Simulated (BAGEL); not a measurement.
**C2H3F2S (SMILES F[CH]SCF) at ROHF/cc-pVDZ (density fitting with qzvpp-jkfit)**

What is the energy change on altering one bond length of C2H3F2S at ROHF/cc-pVDZ (density fitting with qzvpp-jkfit)? 

The calculation is run with BAGEL 1.2.2.

24 further runs of the same task are left out: 24 set aside as unsound or not needed.

## 1. The system as given

C2H3F2S: 8 atoms, total charge 0, spin state doublet. As SMILES, `F[CH]SCF`. The shape is that of a GFN2-xTB optimisation. This is one conformer, not always the lowest.

Bond lengths: F1–C2 1.337 Å, C2–S3 1.722 Å, S3–C4 1.830 Å, C4–F5 1.355 Å, C2–H6 1.082 Å, C4–H7 1.092 Å, C4–H8 1.092 Å. Angles: F1–C2–S3 116.6°, C2–S3–C4 97.4°, S3–C4–F5 111.2°, F1–C2–H6 113.1°, S3–C2–H6 119.9°, S3–C4–H7 107.4°, S3–C4–H8 109.6°, F5–C4–H7 108.5°, F5–C4–H8 108.0°, H7–C4–H8 112.1°.

## 2. A single-point energy at ROHF/cc-pVDZ (density fitting with qzvpp-jkfit)

Contents of job.json:

```json
{ "bagel" : [

{
  "title" : "molecule",
  "basis" : "cc-pvdz.json",
  "df_basis" : "qzvpp-jkfit",
  "angstrom" : "true",
  "geometry" : [
    { "atom" : "F", "xyz" : [       0.769100,      -0.029300,       2.621490 ] },
    { "atom" : "C", "xyz" : [       0.199810,       0.157960,       1.425790 ] },
    { "atom" : "S", "xyz" : [       0.487350,      -1.053320,       0.236500 ] },
    { "atom" : "C", "xyz" : [      -0.126790,      -0.114190,      -1.208950 ] },
    { "atom" : "F", "xyz" : [       0.725740,       0.883950,      -1.543820 ] },
    { "atom" : "H", "xyz" : [      -0.770030,       0.632600,       1.487310 ] },
    { "atom" : "H", "xyz" : [      -0.190700,      -0.810620,      -2.047560 ] },
    { "atom" : "H", "xyz" : [      -1.094470,       0.332920,      -0.970760 ] }
  ]
},

{
  "title" : "rohf",
  "charge" : 0,
  "nopen" : 1
},

{
  "title" : "print",
  "file" : "orbitals.molden",
  "orbitals" : "true"
}

]}
```

The basis set cc-pVDZ is read from a file made from the Basis Set Exchange's data (not shown).

Started as:

```console
BAGEL_NUM_THREADS=1 BAGEL job.json > job.out
```

Log:

```text
* using 1 threads per process

  ===============================================================
  ===============================================================

  *** Geometry ***

  { "atom" : "F", "xyz" : [      1.453388,     -0.055369,      4.953898 ] },
  { "atom" : "C", "xyz" : [      0.377586,      0.298501,      2.694353 ] },
  { "atom" : "S", "xyz" : [      0.920958,     -1.990486,      0.446920 ] },
  { "atom" : "C", "xyz" : [     -0.239598,     -0.215788,     -2.284584 ] },
  { "atom" : "F", "xyz" : [      1.371450,      1.670423,     -2.917397 ] },
  { "atom" : "H", "xyz" : [     -1.455146,      1.195441,      2.810609 ] },
  { "atom" : "H", "xyz" : [     -0.360371,     -1.531850,     -3.869328 ] },
  { "atom" : "H", "xyz" : [     -2.068249,      0.629128,     -1.834471 ] },

  Number of auxiliary basis functions:      486

  Since a DF basis is specified, we compute 2- and 3-index integrals:
    o Being stored without compression. Storage requirement is 0.031 GB

  Number of basis functions:       89
  Number of electrons      :       49

    * METHOD: MOLECULE                             0.24

  *** Open-shell HF ***

  === Nuclear Repulsion ===
   225.1513592959

      * DIIS with orbital gradients will be used.

  === ROHF iteration (cc-pvdz.json) ===
      0       -673.61936917          0.02568156           0.15
      1       -673.75216464          0.01670877           0.15
      2       -673.79389050          0.00976126           0.15
      3       -673.81800194          0.00144853           0.15
      4       -673.81945424          0.00055613           0.15
      5       -673.81992944          0.00028003           0.14
      6       -673.82002789          0.00006310           0.14
      7       -673.82012460          0.00003006           0.14
      8       -673.82013642          0.00001591           0.14
      9       -673.82013772          0.00000655           0.14
     10       -673.82013845          0.00000311           0.14
     11       -673.82013917          0.00000131           0.14
     12       -673.82013908          0.00000050           0.14
     13       -673.82013916          0.00000024           0.14
     14       -673.82013920          0.00000012           0.14
     15       -673.82013920          0.00000005           0.15
     16       -673.82013921          0.00000003           0.14
     17       -673.82013922          0.00000001           0.15
     18       -673.82013922          0.00000000           0.14
    * SCF iteration converged.

    * S^2 (ROHF) is 0.7500

    * Permanent dipole moment:
           (    1.037988,     0.126475,     0.539012) a.u.

    * METHOD: ROHF                                 2.92

    * METHOD: PRINT                                0.02

  ===============================================================
```

Run time: 3.3 s. Hardware: 1 thread of Arm Neoverse V1, shared host; peak memory 0.12 GiB.

## 3. The distorted shape, same level

Contents of job.json:

```json
{ "bagel" : [

{
  "title" : "molecule",
  "basis" : "cc-pvdz.json",
  "df_basis" : "qzvpp-jkfit",
  "angstrom" : true,
  "geometry" : [
    { "atom" : "F", "xyz" : [       0.513352,      -0.328729,       2.721947 ] },
    { "atom" : "C", "xyz" : [      -0.055938,      -0.141469,       1.526247 ] },
    { "atom" : "S", "xyz" : [       0.231602,      -1.352749,       0.336957 ] },
    { "atom" : "C", "xyz" : [      -0.382538,      -0.413619,      -1.108493 ] },
    { "atom" : "F", "xyz" : [       0.725740,       0.883950,      -1.543820 ] },
    { "atom" : "H", "xyz" : [      -1.025778,       0.333171,       1.587767 ] },
    { "atom" : "H", "xyz" : [      -0.446448,      -1.110049,      -1.947103 ] },
    { "atom" : "H", "xyz" : [      -1.350218,       0.033491,      -0.870303 ] }
  ]
},

{
  "title" : "rohf",
  "nopen" : 1
},

{
  "title" : "print",
  "file" : "orbitals.molden",
  "orbitals" : true
}

]}
```

The basis set cc-pVDZ is read from a file made from the Basis Set Exchange's data (not shown).

Started as:

```console
BAGEL_NUM_THREADS=1 BAGEL job.json > job.out
```

Log:

```text
* using 1 threads per process

  ===============================================================
  ===============================================================

  *** Geometry ***

  { "atom" : "F", "xyz" : [      0.970095,     -0.621208,      5.143734 ] },
  { "atom" : "C", "xyz" : [     -0.105708,     -0.267338,      2.884189 ] },
  { "atom" : "S", "xyz" : [      0.437664,     -2.556325,      0.636756 ] },
  { "atom" : "C", "xyz" : [     -0.722892,     -0.781627,     -2.094748 ] },
  { "atom" : "F", "xyz" : [      1.371450,      1.670423,     -2.917397 ] },
  { "atom" : "H", "xyz" : [     -1.938439,      0.629602,      3.000445 ] },
  { "atom" : "H", "xyz" : [     -0.843664,     -2.097689,     -3.679491 ] },
  { "atom" : "H", "xyz" : [     -2.551542,      0.063289,     -1.644634 ] },

  Number of auxiliary basis functions:      486

  Since a DF basis is specified, we compute 2- and 3-index integrals:
    o Being stored without compression. Storage requirement is 0.031 GB

  Number of basis functions:       89
  Number of electrons      :       49

    * METHOD: MOLECULE                             0.24

  *** Open-shell HF ***

  === Nuclear Repulsion ===
   215.3018059981

      * DIIS with orbital gradients will be used.

  === ROHF iteration (cc-pvdz.json) ===
      0       -673.38436554          0.03123156           0.15
      1       -673.53887729          0.02867544           0.14
      2       -673.64742095          0.01829856           0.14
      3       -673.74893506          0.00295486           0.15
      4       -673.75587080          0.00147441           0.14
      5       -673.75776660          0.00065264           0.15
      6       -673.75827716          0.00018019           0.14
      7       -673.75846258          0.00007232           0.15
      8       -673.75849272          0.00003840           0.14
      9       -673.75850088          0.00001554           0.14
     10       -673.75850382          0.00000713           0.14
     11       -673.75850549          0.00000327           0.15
     12       -673.75850583          0.00000140           0.15
     13       -673.75850605          0.00000060           0.15
     14       -673.75850616          0.00000025           0.14
     15       -673.75850617          0.00000013           0.15
     16       -673.75850619          0.00000005           0.14
     17       -673.75850619          0.00000002           0.14
     18       -673.75850620          0.00000001           0.14
     19       -673.75850620          0.00000001           0.14
    * SCF iteration converged.

    * S^2 (ROHF) is 0.7500

    * Permanent dipole moment:
           (    1.437128,     0.745117,     0.096906) a.u.

    * METHOD: ROHF                                 3.09

    * METHOD: PRINT                                0.02

  ===============================================================
```

Wall time 3.6 s (1 thread of Arm Neoverse V1, shared host); peak memory 0.12 GiB.

## 4. Summary of results

At ROHF/cc-pVDZ (density fitting with qzvpp-jkfit):

| quantity | value |
| --- | --- |
| first shape: total energy | -673.82014 Eh |
| first shape: dipole moment | 2.99 D |
| first shape: ⟨S²⟩ | 0.750 |
| distorted shape: total energy | -673.75851 Eh |
| distorted shape: dipole moment | 4.12 D |
| distorted shape: ⟨S²⟩ | 0.750 |
| energy change with the C4–F5 bond stretched from 1.355 to 1.761 Å | 1.677 eV |

With the C4–F5 bond stretched from 1.355 to 1.761 Å the energy rises by 1.68 eV (39 kcal/mol). The first shape isn't relaxed at this level, so the change isn't measured from a minimum.
